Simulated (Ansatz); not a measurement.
Results of PBE-D3(BJ) (plane waves, PAW; Ansatz, an electronic-structure program) for SnSe (Pnma, No. 62).

Settings: plane-wave cutoff 500 eV, 4×10×8 k mesh (along the axes of the cell as run), Fermi–Dirac smearing 0.05 eV, scalar-relativistic PAW data made under PBE.

Computed at the level's own relaxed cell.

What does this level give for the volume per atom and band gap?


* **volume per atom**: 26.25 Å³/atom
* **band gap**: 0.55 eV (on the SCF k mesh)

Measured, for comparison: band gap 0.91 eV (temperature not stated, no zero-point or thermal correction, compiled measured gap; kind and temperature not stated; as tabulated in Kothakonda et al. (2022), arXiv:2208.02841).

Note: a distance lies near a switch of the dispersion term, which can move the cell.

Spin–orbit coupling is not included.

Computing time: about 20 core-minutes (a rough figure).
